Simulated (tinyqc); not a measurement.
Worked calculation (part 1 of 3): UKS/BLYP in the sto-6g basis, for BH2, spin multiplicity 2. Computed by tinyqc, a small Python program that keeps every step (integrals from PySCF). Settings: charge = 0, multiplicity = 2, basis = sto-6g, energy threshold = 1e-08, iteration cap = 89, orthogonalisation = symmetric, start = highest core orbitals, DIIS depth = 4, DIIS from iteration = 3, damping = 0.2, method = UKS, functional = blyp, grid = [10, 86]. Command: `OMP_NUM_THREADS=1 python tinyqc.py 27474 27475 out.jsonl` (the two numbers bound the seeds that draw the settings). One thread of a shared host (Intel(R) Xeon(R) Processor @ 2.60GHz), about 3 s of CPU time with the checks. Later iterations appear only in the table of the cycle.

## One-electron integrals

Geometry (angstrom):
```
atom         x          y         z
B     0.000000   0.000000  0.000000
H     0.000000   1.476000  0.592000
H     0.000000  -1.476000  0.592000
```

Basis sto-6g: exponents (1/bohr^2) and contraction coefficients of normalised primitives:
```
element  l (shell)    exponent  coefficient
B            s (1)  506.011147     0.009164
B            s (1)   92.776814     0.049362
B            s (1)   25.955658     0.168538
B            s (1)    8.916445     0.370563
B            s (1)    3.462507     0.416492
B            s (1)    1.426054     0.130334
B            s (2)   23.194575    -0.013253
B            s (2)    4.590810    -0.046992
B            s (2)    1.426819    -0.033785
B            s (2)    0.548948     0.250242
B            s (2)    0.238410     0.595117
B            s (2)    0.109280     0.240706
B            p (3)   23.194575     0.003760
B            p (3)    4.590810     0.037679
B            p (3)    1.426819     0.173897
B            p (3)    0.548948     0.418036
B            p (3)    0.238410     0.425859
B            p (3)    0.109280     0.101708
H            s (1)   35.523221     0.009164
H            s (1)    6.513144     0.049361
H            s (1)    1.822143     0.168538
H            s (1)    0.625955     0.370563
H            s (1)    0.243077     0.416492
H            s (1)    0.100112     0.130334
```

Overlap, kinetic and nuclear-attraction integrals over the contracted functions; the nuclear repulsion is the sum of Za Zb / Rab.

nuclear repulsion = 3.50680057 hartree

overlap S:
```
           1B 1s     1B 2s    1B 2px     1B 2py    1B 2pz     2H 1s      3H 1s
1B 1s   1.000000  0.264891  0.000000   0.000000  0.000000  0.027856   0.027856
1B 2s   0.264891  1.000000  0.000000   0.000000  0.000000  0.293926   0.293926
1B 2px  0.000000  0.000000  1.000000   0.000000  0.000000  0.000000   0.000000
1B 2py  0.000000  0.000000  0.000000   1.000000  0.000000  0.315799  -0.315799
1B 2pz  0.000000  0.000000  0.000000   0.000000  1.000000  0.126662   0.126662
2H 1s   0.027856  0.293926  0.000000   0.315799  0.126662  1.000000   0.023647
3H 1s   0.027856  0.293926  0.000000  -0.315799  0.126662  0.023647   1.000000
```

kinetic energy T (hartree):
```
            1B 1s      1B 2s    1B 2px     1B 2py    1B 2pz      2H 1s      3H 1s
1B 1s   10.947243  -0.333880  0.000000   0.000000  0.000000  -0.008848  -0.008848
1B 2s   -0.333880   0.374498  0.000000   0.000000  0.000000   0.017575   0.017575
1B 2px   0.000000   0.000000  1.125026   0.000000  0.000000   0.000000   0.000000
1B 2py   0.000000   0.000000  0.000000   1.125026  0.000000   0.077880  -0.077880
1B 2pz   0.000000   0.000000  0.000000   0.000000  1.125026   0.031237   0.031237
2H 1s   -0.008848   0.017575  0.000000   0.077880  0.031237   0.768522  -0.006059
3H 1s   -0.008848   0.017575  0.000000  -0.077880  0.031237  -0.006059   0.768522
```

nuclear attraction V (hartree):
```
             1B 1s      1B 2s     1B 2px     1B 2py     1B 2pz      2H 1s      3H 1s
1B 1s   -24.057229  -2.920477   0.000000   0.000000  -0.008144  -0.336116  -0.336116
1B 2s    -2.920477  -4.410917   0.000000   0.000000  -0.076185  -1.028628  -1.028628
1B 2px    0.000000   0.000000  -4.366762   0.000000   0.000000   0.000000   0.000000
1B 2py    0.000000   0.000000   0.000000  -4.480415   0.000000  -1.041321   1.041321
1B 2pz   -0.008144  -0.076185   0.000000   0.000000  -4.385046  -0.425352  -0.425352
2H 1s    -0.336116  -1.028628   0.000000  -1.041321  -0.425352  -3.078034  -0.080032
3H 1s    -0.336116  -1.028628   0.000000   1.041321  -0.425352  -0.080032  -3.078034
```

core Hamiltonian H = T + V (hartree):
```
             1B 1s      1B 2s     1B 2px     1B 2py     1B 2pz      2H 1s      3H 1s
1B 1s   -13.109985  -3.254357   0.000000   0.000000  -0.008144  -0.344963  -0.344963
1B 2s    -3.254357  -4.036419   0.000000   0.000000  -0.076185  -1.011053  -1.011053
1B 2px    0.000000   0.000000  -3.241736   0.000000   0.000000   0.000000   0.000000
1B 2py    0.000000   0.000000   0.000000  -3.355388   0.000000  -0.963440   0.963440
1B 2pz   -0.008144  -0.076185   0.000000   0.000000  -3.260019  -0.394116  -0.394116
2H 1s    -0.344963  -1.011053   0.000000  -0.963440  -0.394116  -2.309512  -0.086091
3H 1s    -0.344963  -1.011053   0.000000   0.963440  -0.394116  -0.086091  -2.309512
```

## Two-electron integrals

Functions are numbered as in S; the eight-fold symmetry (ij|kl) = (ji|kl) = (kl|ij) leaves the list below.

Two-electron integrals (ij|kl) in chemists' order, unique and non-zero (hartree):
```
(11|11) 2.924993    (21|11) 0.480756    (21|21) 0.099484    (22|11) 0.743449
(22|21) 0.188967    (22|22) 0.544922    (31|31) 0.021096    (32|31) 0.030854
(32|32) 0.120443    (33|11) 0.743450    (33|21) 0.188967    (33|22) 0.544922
(33|33) 0.587109    (41|41) 0.021096    (42|41) 0.030854    (42|42) 0.120443
(43|43) 0.031641    (44|11) 0.743450    (44|21) 0.188967    (44|22) 0.544922
(44|33) 0.523827    (44|44) 0.587109    (51|51) 0.021096    (52|51) 0.030854
(52|52) 0.120443    (53|53) 0.031641    (54|54) 0.031641    (55|11) 0.743450
(55|21) 0.188967    (55|22) 0.544922    (55|33) 0.523827    (55|44) 0.523827
(55|55) 0.587109    (61|11) 0.051998    (61|21) 0.010444    (61|22) 0.019741
(61|33) 0.019635    (61|41) 0.000764    (61|42) 0.001477    (61|44) 0.019908
(61|51) 0.000307    (61|52) 0.000592    (61|54) 0.000109    (61|55) 0.019679
(61|61) 0.001138    (62|11) 0.152129    (62|21) 0.039501    (62|22) 0.128845
(62|33) 0.124970    (62|41) 0.004243    (62|42) 0.026926    (62|44) 0.134983
(62|51) 0.001702    (62|52) 0.010799    (62|54) 0.004016    (62|55) 0.126581
(62|61) 0.004431    (62|62) 0.046494    (63|31) 0.003701    (63|32) 0.017790
(63|43) 0.004765    (63|53) 0.001911    (63|63) 0.004445    (64|11) 0.144228
(64|21) 0.037905    (64|22) 0.129758    (64|33) 0.123187    (64|41) 0.007088
(64|42) 0.041960    (64|44) 0.141487    (64|51) 0.001359    (64|52) 0.009694
(64|54) 0.005429    (64|55) 0.124598    (64|61) 0.004427    (64|62) 0.054399
(64|64) 0.066818    (65|11) 0.057847    (65|21) 0.015203    (65|22) 0.052044
(65|33) 0.049408    (65|41) 0.001359    (65|42) 0.009694    (65|44) 0.052926
(65|51) 0.004245    (65|52) 0.021678    (65|54) 0.006176    (65|55) 0.053797
(65|61) 0.001776    (65|62) 0.021818    (65|64) 0.025017    (65|65) 0.014478
(66|11) 0.331733    (66|21) 0.087772    (66|22) 0.323755    (66|33) 0.306610
(66|41) 0.009843    (66|42) 0.085550    (66|44) 0.350917    (66|51) 0.003948
(66|52) 0.034313    (66|54) 0.017771    (66|55) 0.313737    (66|61) 0.009970
(66|62) 0.160005    (66|64) 0.201678    (66|65) 0.080890    (66|66) 0.774999
(71|11) 0.051998    (71|21) 0.010444    (71|22) 0.019741    (71|33) 0.019635
(71|41) -0.000764   (71|42) -0.001477   (71|44) 0.019908    (71|51) 0.000307
(71|52) 0.000592    (71|54) -0.000109   (71|55) 0.019679    (71|61) 0.001076
(71|62) 0.003956    (71|64) 0.003654    (71|65) 0.001596    (71|66) 0.008780
(71|71) 0.001138    (72|11) 0.152129    (72|21) 0.039501    (72|22) 0.128845
(72|33) 0.124970    (72|41) -0.004243   (72|42) -0.026926   (72|44) 0.134983
(72|51) 0.001702    (72|52) 0.010799    (72|54) -0.004016   (72|55) 0.126581
(72|61) 0.003956    (72|62) 0.026734    (72|64) 0.024339    (72|65) 0.012273
(72|66) 0.067437    (72|71) 0.004431    (72|72) 0.046494    (73|31) 0.003701
(73|32) 0.017790    (73|43) -0.004765   (73|53) 0.001911    (73|63) 0.002163
(73|73) 0.004445    (74|11) -0.144228   (74|21) -0.037905   (74|22) -0.129758
(74|33) -0.123187   (74|41) 0.007088    (74|42) 0.041960    (74|44) -0.141487
(74|51) -0.001359   (74|52) -0.009694   (74|54) 0.005429    (74|55) -0.124598
(74|61) -0.003654   (74|62) -0.024339   (74|64) -0.020796   (74|65) -0.011024
(74|66) -0.061026   (74|71) -0.004427   (74|72) -0.054399   (74|74) 0.066818
(75|11) 0.057847    (75|21) 0.015203    (75|22) 0.052044    (75|33) 0.049408
(75|41) -0.001359   (75|42) -0.009694   (75|44) 0.052926    (75|51) 0.004245
(75|52) 0.021678    (75|54) -0.006176   (75|55) 0.053797    (75|61) 0.001596
(75|62) 0.012273    (75|64) 0.011024    (75|65) 0.007684    (75|66) 0.031888
(75|71) 0.001776    (75|72) 0.021818    (75|74) -0.025017   (75|75) 0.014478
(76|11) 0.012006    (76|21) 0.003109    (76|22) 0.010171    (76|33) 0.009919
(76|44) 0.010331    (76|51) 0.000237    (76|52) 0.001490    (76|55) 0.010263
(76|61) 0.000332    (76|62) 0.002885    (76|64) 0.003022    (76|65) 0.001477
(76|66) 0.008719    (76|71) 0.000332    (76|72) 0.002885    (76|74) -0.003022
(76|75) 0.001477    (76|76) 0.000238    (77|11) 0.331733    (77|21) 0.087772
(77|22) 0.323755    (77|33) 0.306610    (77|41) -0.009843   (77|42) -0.085550
(77|44) 0.350917    (77|51) 0.003948    (77|52) 0.034313    (77|54) -0.017771
(77|55) 0.313737    (77|61) 0.008780    (77|62) 0.067437    (77|64) 0.061026
(77|65) 0.031888    (77|66) 0.179243    (77|71) 0.009970    (77|72) 0.160005
(77|74) -0.201678   (77|75) 0.080890    (77|76) 0.008719    (77|77) 0.774999
```

## Orthogonalisation

S = U s U^T; symmetric (Loewdin) form X = U s^(-1/2) U^T, so that X^T S X = 1.

eigenvalues of S: 0.508712  0.541413  0.893097  1.000000  1.078964  1.434940  1.542875

X:
```
            1B 1s      1B 2s    1B 2px     1B 2py     1B 2pz      2H 1s      3H 1s
1B 1s    1.029344  -0.149241  0.000000   0.000000  -0.004418   0.019120   0.019120
1B 2s   -0.149241   1.107744  0.000000   0.000000   0.033366  -0.171015  -0.171015
1B 2px   0.000000   0.000000  1.000000   0.000000   0.000000   0.000000   0.000000
1B 2py   0.000000   0.000000  0.000000   1.089989   0.000000  -0.185285   0.185285
1B 2pz  -0.004418   0.033366  0.000000   0.000000   1.013919  -0.071705  -0.071705
2H 1s    0.019120  -0.171015  0.000000  -0.185285  -0.071705   1.090426  -0.013438
3H 1s    0.019120  -0.171015  0.000000   0.185285  -0.071705  -0.013438   1.090426
```

## Starting guess

The start is the highest orbitals of the core Hamiltonian (a deliberately bad start); D(s) = C_occ C_occ^T for each spin.

D(alpha) at the start:
```
            1B 1s      1B 2s    1B 2px     1B 2py     1B 2pz      2H 1s      3H 1s
1B 1s    0.008988  -0.045728  0.000000   0.000000   0.066741   0.040421   0.040421
1B 2s   -0.045728   0.250835  0.000000   0.000000  -0.251183  -0.293653  -0.293653
1B 2px   0.000000   0.000000  1.000000   0.000000   0.000000   0.000000   0.000000
1B 2py   0.000000   0.000000  0.000000   0.142111   0.000000  -0.300027   0.300027
1B 2pz   0.066741  -0.251183  0.000000   0.000000   0.925480  -0.127788  -0.127788
2H 1s    0.040421  -0.293653  0.000000  -0.300027  -0.127788   1.241252  -0.025587
3H 1s    0.040421  -0.293653  0.000000   0.300027  -0.127788  -0.025587   1.241252
```

D(beta) at the start:
```
            1B 1s      1B 2s    1B 2px     1B 2py     1B 2pz      2H 1s      3H 1s
1B 1s    0.008988  -0.045728  0.000000   0.000000   0.066741   0.040421   0.040421
1B 2s   -0.045728   0.250835  0.000000   0.000000  -0.251183  -0.293653  -0.293653
1B 2px   0.000000   0.000000  0.000000   0.000000   0.000000   0.000000   0.000000
1B 2py   0.000000   0.000000  0.000000   0.142111   0.000000  -0.300027   0.300027
1B 2pz   0.066741  -0.251183  0.000000   0.000000   0.925480  -0.127788  -0.127788
2H 1s    0.040421  -0.293653  0.000000  -0.300027  -0.127788   1.241252  -0.025587
3H 1s    0.040421  -0.293653  0.000000   0.300027  -0.127788  -0.025587   1.241252
```

## Iteration 1: exchange-correlation on the grid

Becke grid with 10 radial and 86 angular points per atom, points of zero weight dropped. rho = sum D_ij phi_i phi_j; V_xc,ij = sum w v_xc phi_i phi_j plus the gradient terms; v_xc is d(rho eps)/d rho(s) for spin s at fixed gradient.

The 16 grid points with the largest w rho, of 2570 (bohr, atomic units):
```
x                  y          z         w  rho(alpha)  rho(beta)     eps_xc  v_xc(alpha)
0.000000    0.000000  -1.719892  0.396890    0.053111   0.053111  -0.409090    -0.487024
-0.643658   0.000000  -1.594909  0.406114    0.052632   0.046889  -0.402109    -0.482513
0.643658    0.000000  -1.594909  0.406114    0.052632   0.046889  -0.402109    -0.482513
0.000000    0.643658  -1.594909  0.406069    0.047395   0.047395  -0.396686    -0.468777
0.000000   -0.643658  -1.594909  0.406069    0.047395   0.047395  -0.396686    -0.468777
-0.635677   0.635677  -1.466239  0.381933    0.046970   0.041369  -0.389527    -0.464018
-0.635677  -0.635677  -1.466239  0.381933    0.046970   0.041369  -0.389527    -0.464018
0.635677    0.635677  -1.466239  0.381933    0.046970   0.041369  -0.389527    -0.464018
0.635677   -0.635677  -1.466239  0.381933    0.046970   0.041369  -0.389527    -0.464018
-1.194214   0.325169  -1.194214  0.408306    0.049499   0.029730  -0.381438    -0.463205
-1.194214  -0.325169  -1.194214  0.408306    0.049499   0.029730  -0.381438    -0.463205
1.194214    0.325169  -1.194214  0.408306    0.049499   0.029730  -0.381438    -0.463205
1.194214   -0.325169  -1.194214  0.408306    0.049499   0.029730  -0.381438    -0.463205
0.000000    0.000000  -0.958016  0.081582    0.158204   0.158204  -0.548469    -0.712715
-0.325169   1.194214  -1.194214  0.406571    0.032301   0.030835  -0.357517    -0.411256
-0.325169  -1.194214  -1.194214  0.406571    0.032301   0.030835  -0.357517    -0.411256
```

electrons on the grid, sum of w rho = 6.977216

E_xc = sum of w rho eps_xc = -2.84056911 hartree

V_xc(alpha) (hartree):
```
            1B 1s      1B 2s     1B 2px     1B 2py     1B 2pz      2H 1s      3H 1s
1B 1s   -0.550053  -0.144413   0.000000   0.000000  -0.001089  -0.014634  -0.014634
1B 2s   -0.144413  -0.435649   0.000000   0.000000   0.034222  -0.113516  -0.113516
1B 2px   0.000000   0.000000  -0.468277   0.000000   0.000000   0.000000   0.000000
1B 2py   0.000000   0.000000   0.000000  -0.371175   0.000000  -0.121723   0.121723
1B 2pz  -0.001089   0.034222   0.000000   0.000000  -0.464926  -0.048444  -0.048444
2H 1s   -0.014634  -0.113516   0.000000  -0.121723  -0.048444  -0.522342  -0.008380
3H 1s   -0.014634  -0.113516   0.000000   0.121723  -0.048444  -0.008380  -0.522342
```

V_xc(beta) (hartree):
```
            1B 1s      1B 2s     1B 2px     1B 2py     1B 2pz      2H 1s      3H 1s
1B 1s   -0.635187  -0.136987   0.000000   0.000000   0.005637  -0.014340  -0.014340
1B 2s   -0.136987  -0.373336   0.000000   0.000000   0.039879  -0.107980  -0.107980
1B 2px   0.000000   0.000000  -0.319961   0.000000   0.000000   0.000000   0.000000
1B 2py   0.000000   0.000000   0.000000  -0.351328   0.000000  -0.121601   0.121601
1B 2pz   0.005637   0.039879   0.000000   0.000000  -0.446677  -0.047762  -0.047762
2H 1s   -0.014340  -0.107980   0.000000  -0.121601  -0.047762  -0.523373  -0.007880
3H 1s   -0.014340  -0.107980   0.000000   0.121601  -0.047762  -0.007880  -0.523373
```

## Iteration 1: building the Kohn-Sham matrix

J_ij = sum D_kl (ij|kl) with D = D(alpha) + D(beta); F = H + J + V_xc; E = tr D H + tr D J / 2 + E_xc + E_nn.

Coulomb J (hartree):
```
            1B 1s      1B 2s    1B 2px     1B 2py     1B 2pz     2H 1s      3H 1s
1B 1s    3.568400   0.917218  0.000000   0.000000  -0.017292  0.095729   0.095729
1B 2s    0.917218   2.906053  0.000000   0.000000  -0.013174  0.815132   0.815132
1B 2px   0.000000   0.000000  2.845630   0.000000   0.000000  0.000000   0.000000
1B 2py   0.000000   0.000000  0.000000   2.949324   0.000000  0.882511  -0.882511
1B 2pz  -0.017292  -0.013174  0.000000   0.000000   2.923192  0.353487   0.353487
2H 1s    0.095729   0.815132  0.000000   0.882511   0.353487  2.836939   0.063004
3H 1s    0.095729   0.815132  0.000000  -0.882511   0.353487  0.063004   2.836939
```

F(alpha) (hartree):
```
             1B 1s      1B 2s     1B 2px     1B 2py     1B 2pz      2H 1s      3H 1s
1B 1s   -10.091639  -2.481551   0.000000   0.000000  -0.026525  -0.263869  -0.263869
1B 2s    -2.481551  -1.566015   0.000000   0.000000  -0.055137  -0.309438  -0.309438
1B 2px    0.000000   0.000000  -0.864383   0.000000   0.000000   0.000000   0.000000
1B 2py    0.000000   0.000000   0.000000  -0.777239   0.000000  -0.202653   0.202653
1B 2pz   -0.026525  -0.055137   0.000000   0.000000  -0.801753  -0.089073  -0.089073
2H 1s    -0.263869  -0.309438   0.000000  -0.202653  -0.089073   0.005086  -0.031466
3H 1s    -0.263869  -0.309438   0.000000   0.202653  -0.089073  -0.031466   0.005086
```

F(beta) (hartree):
```
             1B 1s      1B 2s     1B 2px     1B 2py     1B 2pz      2H 1s      3H 1s
1B 1s   -10.176772  -2.474125   0.000000   0.000000  -0.019799  -0.263574  -0.263574
1B 2s    -2.474125  -1.503702   0.000000   0.000000  -0.049480  -0.303902  -0.303902
1B 2px    0.000000   0.000000  -0.716066   0.000000   0.000000   0.000000   0.000000
1B 2py    0.000000   0.000000   0.000000  -0.757392   0.000000  -0.202531   0.202531
1B 2pz   -0.019799  -0.049480   0.000000   0.000000  -0.783504  -0.088390  -0.088390
2H 1s    -0.263574  -0.303902   0.000000  -0.202531  -0.088390   0.004055  -0.030966
3H 1s    -0.263574  -0.303902   0.000000   0.202531  -0.088390  -0.030966   0.004055
```

total energy of this density = -7.54679101 hartree

This density is the starting one.
